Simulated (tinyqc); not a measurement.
Worked calculation: G0W0 on RHF in the sto-6g basis, for H2O, spin multiplicity 1. One step of it, computed by the program tinyqc.

Task: Integrals over molecular orbitals. (pq|rs) = sum C_ip C_jq C_kr C_ls (ij|kl), one index at a time.

coefficients C, order 1O 1s, 1O 2s, 1O 2px, 1O 2py, 1O 2pz, 2H 1s, 3H 1s:
```
[[0.996532, -0.218084, 0.000000, 0.106746, 0.000000, -0.125021, 0.000000],
 [0.017082, 0.807480, 0.000000, -0.593932, 0.000000, 0.990844, 0.000000],
 [0.000000, 0.000000, 0.000000, 0.000000, 1.000000, 0.000000, 0.000000],
 [0.000000, 0.000000, 0.631069, 0.000000, 0.000000, 0.000000, 0.994455],
 [0.004123, 0.172787, 0.000000, 0.756985, 0.000000, 0.813130, 0.000000],
 [-0.004328, 0.155870, 0.447329, 0.261015, 0.000000, -0.841639, -0.929084],
 [-0.004328, 0.155870, -0.447329, 0.261015, 0.000000, -0.841639, 0.929084]]
```

core Hamiltonian H = T + V (hartree), order 1O 1s, 1O 2s, 1O 2px, 1O 2py, 1O 2pz, 2H 1s, 3H 1s:
```
[[-33.127185, -7.323770, 0.000000, 0.000000, -0.026497, -2.087053, -2.087053],
 [-7.323770, -9.328904, 0.000000, 0.000000, -0.285445, -4.235397, -4.235397],
 [0.000000, 0.000000, -7.541043, 0.000000, 0.000000, 0.000000, 0.000000],
 [0.000000, 0.000000, 0.000000, -7.696548, 0.000000, -2.015634, 2.015634],
 [-0.026497, -0.285445, 0.000000, 0.000000, -7.681871, -2.032963, -2.032963],
 [-2.087053, -4.235397, 0.000000, -2.015634, -2.032963, -5.431517, -2.274789],
 [-2.087053, -4.235397, 0.000000, 2.015634, -2.032963, -2.274789, -5.431517]]
```

Two-electron integrals (ij|kl) in chemists' order, unique and non-zero (hartree):
```
(11|11) 4.787491    (21|11) 0.675884    (21|21) 0.121505    (22|11) 1.117379
(22|21) 0.249212    (22|22) 0.817383    (31|31) 0.025762    (32|31) 0.039145
(32|32) 0.180664    (33|11) 1.117381    (33|21) 0.249212    (33|22) 0.817382
(33|33) 0.880663    (41|41) 0.025762    (42|41) 0.039145    (42|42) 0.180664
(43|43) 0.047461    (44|11) 1.117381    (44|21) 0.249212    (44|22) 0.817382
(44|33) 0.785741    (44|44) 0.880663    (51|51) 0.025762    (52|51) 0.039145
(52|52) 0.180664    (53|53) 0.047461    (54|54) 0.047461    (55|11) 1.117381
(55|21) 0.249212    (55|22) 0.817382    (55|33) 0.785741    (55|44) 0.785741
(55|55) 0.880663    (61|11) 0.204506    (61|21) 0.035206    (61|22) 0.070521
(61|33) 0.070365    (61|41) 0.001239    (61|42) 0.002408    (61|44) 0.070610
(61|51) 0.001179    (61|52) 0.002291    (61|54) 0.000233    (61|55) 0.070587
(61|61) 0.010399    (62|11) 0.455911    (62|21) 0.102904    (62|22) 0.368669
(62|33) 0.362885    (62|41) 0.005889    (62|42) 0.041711    (62|44) 0.371991
(62|51) 0.005604    (62|52) 0.039694    (62|54) 0.008666    (62|55) 0.371131
(62|61) 0.029901    (62|62) 0.199338    (63|31) 0.011952    (63|32) 0.065484
(63|43) 0.008791    (63|53) 0.008366    (63|63) 0.029681    (64|11) 0.224235
(64|21) 0.051371    (64|22) 0.196276    (64|33) 0.187226    (64|41) 0.014611
(64|42) 0.086986    (64|44) 0.209828    (64|51) 0.002531    (64|52) 0.020462
(64|54) 0.013143    (64|55) 0.191773    (64|61) 0.015688    (64|62) 0.129102
(64|64) 0.112623    (65|11) 0.213390    (65|21) 0.048887    (65|22) 0.186784
(65|33) 0.178172    (65|41) 0.002531    (65|42) 0.020462    (65|44) 0.182949
(65|51) 0.014360    (65|52) 0.084956    (65|54) 0.013337    (65|55) 0.199230
(65|61) 0.014929    (65|62) 0.122859    (65|64) 0.078930    (65|65) 0.104794
(66|11) 0.567922    (66|21) 0.130514    (66|22) 0.529830    (66|33) 0.508433
(66|41) 0.010531    (66|42) 0.098598    (66|44) 0.542117    (66|51) 0.010021
(66|52) 0.093829    (66|54) 0.032055    (66|55) 0.538938    (66|61) 0.038413
(66|62) 0.347487    (66|64) 0.257667    (66|65) 0.245206    (66|66) 0.774999
(71|11) 0.204506    (71|21) 0.035206    (71|22) 0.070521    (71|33) 0.070365
(71|41) -0.001239   (71|42) -0.002408   (71|44) 0.070610    (71|51) 0.001179
(71|52) 0.002291    (71|54) -0.000233   (71|55) 0.070587    (71|61) 0.010269
(71|62) 0.029067    (71|64) 0.013735    (71|65) 0.014496    (71|66) 0.036813
(71|71) 0.010399    (72|11) 0.455911    (72|21) 0.102904    (72|22) 0.368669
(72|33) 0.362885    (72|41) -0.005889   (72|42) -0.041711   (72|44) 0.371991
(72|51) 0.005604    (72|52) 0.039694    (72|54) -0.008666   (72|55) 0.371131
(72|61) 0.029067    (72|62) 0.169840    (72|64) 0.074443    (72|65) 0.102089
(72|66) 0.252848    (72|71) 0.029901    (72|72) 0.199338    (73|31) 0.011952
(73|32) 0.065484    (73|43) -0.008791   (73|53) 0.008366    (73|63) 0.024753
(73|73) 0.029681    (74|11) -0.224235   (74|21) -0.051371   (74|22) -0.196276
(74|33) -0.187226   (74|41) 0.014611    (74|42) 0.086986    (74|44) -0.209828
(74|51) -0.002531   (74|52) -0.020462   (74|54) 0.013143    (74|55) -0.191773
(74|61) -0.013735   (74|62) -0.074443   (74|64) -0.007912   (74|65) -0.043573
(74|66) -0.093986   (74|71) -0.015688   (74|72) -0.129102   (74|74) 0.112623
(75|11) 0.213390    (75|21) 0.048887    (75|22) 0.186784    (75|33) 0.178172
(75|41) -0.002531   (75|42) -0.020462   (75|44) 0.182949    (75|51) 0.014360
(75|52) 0.084956    (75|54) -0.013337   (75|55) 0.199230    (75|61) 0.014496
(75|62) 0.102089    (75|64) 0.043573    (75|65) 0.085279    (75|66) 0.168263
(75|71) 0.014929    (75|72) 0.122859    (75|74) -0.078930   (75|75) 0.104794
(76|11) 0.226521    (76|21) 0.051661    (76|22) 0.200396    (76|33) 0.195457
(76|44) 0.198681    (76|51) 0.004457    (76|52) 0.037224    (76|55) 0.207051
(76|61) 0.014913    (76|62) 0.109695    (76|64) 0.060536    (76|65) 0.076051
(76|66) 0.198750    (76|71) 0.014913    (76|72) 0.109695    (76|74) -0.060536
(76|75) 0.076051    (76|76) 0.072181    (77|11) 0.567922    (77|21) 0.130514
(77|22) 0.529830    (77|33) 0.508433    (77|41) -0.010531   (77|42) -0.098598
(77|44) 0.542117    (77|51) 0.010021    (77|52) 0.093829    (77|54) -0.032055
(77|55) 0.538938    (77|61) 0.036813    (77|62) 0.252848    (77|64) 0.093986
(77|65) 0.168263    (77|66) 0.396113    (77|71) 0.038413    (77|72) 0.347487
(77|74) -0.257667   (77|75) 0.245206    (77|76) 0.198750    (77|77) 0.774999
```

Give: one-electron integrals over orbitals h = C^T H C; Two-electron integrals over orbitals.

Result:

one-electron integrals over orbitals h = C^T H C (hartree):
```
[[-33.1131, 0.5586, 0.0000, -0.2718, 0.0000, 0.3301, 0.0000],
 [0.5586, -7.8278, 0.0000, 0.3961, 0.0000, -1.4939, 0.0000],
 [0.0000, 0.0000, -6.6045, 0.0000, 0.0000, 0.0000, -1.6359],
 [-0.2718, 0.3961, 0.0000, -7.1522, 0.0000, -0.9913, 0.0000],
 [0.0000, 0.0000, 0.0000, 0.0000, -7.5410, 0.0000, 0.0000],
 [0.3301, -1.4939, 0.0000, -0.9913, 0.0000, -5.4986, 0.0000],
 [0.0000, 0.0000, -1.6359, 0.0000, 0.0000, 0.0000, -5.6120]]
```

Two-electron integrals over orbitals (pq|rs), unique and non-zero (hartree):
```
(11|11) 4.7607     (21|11) -0.4189    (21|21) 0.0602     (22|11) 1.0145
(22|21) -0.0120    (22|22) 0.7463     (31|31) 0.0122     (32|31) 0.0188
(32|32) 0.1486     (33|11) 0.8347     (33|21) -0.0040    (33|22) 0.6698
(33|33) 0.6606     (41|11) 0.2117     (41|21) -0.0262    (41|22) 0.0194
(41|33) 0.0070     (41|41) 0.0316     (42|11) -0.1295    (42|21) 0.0110
(42|22) 0.0200     (42|33) 0.0065     (42|41) 0.0166     (42|42) 0.1162
(43|31) -0.0048    (43|32) 0.0114     (43|43) 0.0466     (44|11) 1.0198
(44|21) -0.0152    (44|22) 0.6743     (44|33) 0.6180     (44|41) -0.0121
(44|42) -0.1039    (44|44) 0.8084     (51|51) 0.0267     (52|51) 0.0318
(52|52) 0.1415     (53|53) 0.0308     (54|51) -0.0151    (54|52) -0.0509
(54|54) 0.0610     (55|11) 1.1171     (55|21) -0.0110    (55|22) 0.7483
(55|33) 0.6496     (55|41) 0.0052     (55|42) -0.0660    (55|44) 0.7393
(55|55) 0.8807     (61|11) -0.2635    (61|21) 0.0415     (61|22) 0.0012
(61|33) 0.0007     (61|41) -0.0040    (61|42) 0.0211     (61|44) -0.0222
(61|55) -0.0061    (61|61) 0.0386     (62|11) 0.3389     (62|21) -0.0072
(62|22) 0.1523     (62|33) 0.0888     (62|41) 0.0198     (62|42) 0.0140
(62|44) 0.0943     (62|55) 0.1664     (62|61) 0.0065     (62|62) 0.1091
(63|31) 0.0042     (63|32) -0.0306    (63|43) -0.0225    (63|63) 0.0606
(64|11) 0.1991     (64|21) -0.0014    (64|22) 0.0802     (64|33) 0.0424
(64|41) 3.95e-04   (64|42) -0.0359    (64|44) 0.1201     (64|55) 0.1052
(64|61) -0.0008    (64|62) 0.0570     (64|64) 0.0640     (65|51) 0.0164
(65|52) 0.0601     (65|54) -0.0050    (65|65) 0.0403     (66|11) 0.8496
(66|21) -0.0074    (66|22) 0.6415     (66|33) 0.5895     (66|41) 0.0232
(66|42) 0.0592     (66|44) 0.5614     (66|55) 0.6063     (66|61) 0.0087
(66|62) 0.1074     (66|64) 0.0398     (66|66) 0.6181     (71|31) 0.0163
(71|32) 0.0231     (71|43) -0.0066    (71|63) 0.0051     (71|71) 0.0217
(72|31) 0.0132     (72|32) 0.0299     (72|43) -0.0384    (72|63) 0.0378
(72|71) 0.0166     (72|72) 0.0583     (73|11) 0.3538     (73|21) -0.0078
(73|22) 0.1180     (73|33) 0.0906     (73|41) -0.0015    (73|42) -0.0813
(73|44) 0.1601     (73|55) 0.1800     (73|61) -0.0080    (73|62) 0.0788
(73|64) 0.0744     (73|66) 0.0348     (73|73) 0.1529     (74|31) -0.0111
(74|32) -0.0819    (74|43) 0.0091     (74|63) 0.0372     (74|71) -0.0143
(74|72) -0.0139    (74|74) 0.0724     (75|53) 0.0232     (75|75) 0.0230
(76|31) 0.0097     (76|32) 0.0977     (76|43) 0.0395     (76|63) -0.0539
(76|71) 0.0119     (76|72) -0.0168    (76|74) -0.0580    (76|76) 0.1102
(77|11) 0.8655     (77|21) -0.0086    (77|22) 0.6331     (77|33) 0.6269
(77|41) 0.0046     (77|42) -0.0052    (77|44) 0.6142     (77|55) 0.6254
(77|61) -0.0048    (77|62) 0.0712     (77|64) 0.0326     (77|66) 0.5815
(77|73) 0.0784     (77|77) 0.6278
```
